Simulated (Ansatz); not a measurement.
Counterpoise correction, worked out

The pair of HF (SMILES F, atoms 1–2) and CO (SMILES [C-]#[O+], atoms 3–4), both closed shells, in one local arrangement (a lower one may exist), relaxed at PBE0-D4/def2-TZVP:

F1  (-0.049, 0.210, -1.965)
H2  (-0.027, 0.112, -1.041)
C3  (0.023, -0.101, 0.946)
O4  (0.052, -0.221, 2.059)
(Å)

Program: Ansatz 0.2.0. Basis: def2-TZVPPD. Cores are frozen in the correlated methods.

MP2 total energies in eV:

| system | geometry | basis functions | energy |
| --- | --- | --- | --- |
| pair | pair | all | -5809.23979 |
| HF | as in the pair | all (partner as ghosts) | -2730.38077 |
| CO | as in the pair | all (partner as ghosts) | -3078.69828 |
| HF | as in the pair | its own | -2730.37145 |
| CO | as in the pair | its own | -3078.68521 |
| HF | free (PBE0-D4 minimum) | its own | -2730.37406 |
| CO | free (PBE0-D4 minimum) | its own | -3078.69230 |

Work out the interaction energy with and without the counterpoise correction, the superposition error, and the binding energy from the relaxed fragments.

Without correction: -5809.23979 − (-2730.37145) − (-3078.68521) = -0.18313 eV.
With correction (each fragment in the whole basis): -5809.23979 − (-2730.38077) − (-3078.69828) = -0.16074 eV = -3.71 kcal/mol.
The superposition error is the difference, 0.02239 eV, 12 % of the uncorrected value: each fragment borrows its partner's functions.
Deformation from the free shapes: 0.00261 eV for HF and 0.00709 eV for CO.
Binding energy from relaxed fragments: -0.16074 + 0.00261 + 0.00709 = -0.15104 eV = -3.48 kcal/mol (electronic, without zero-point energy; negative means bound). For comparison, the corrected interaction energy by CCSD(T) at an estimated basis limit (MP2 extrapolated from triple and quadruple zeta, plus CCSD(T) − MP2 in triple zeta) is -0.155 eV.

T1 diagnostic: at most 0.020.

For scale, one of the runs: CCSD(T)/def2-TZVPPD, 134 basis functions, launched by `ansatz run in.yaml --threads 2 --pin off --events-out ev --progress --plain --max-ram 5222MiB`. Hardware: 2 CPU threads of an Arm Neoverse V2, shared host. Wall time about 4.1 s.
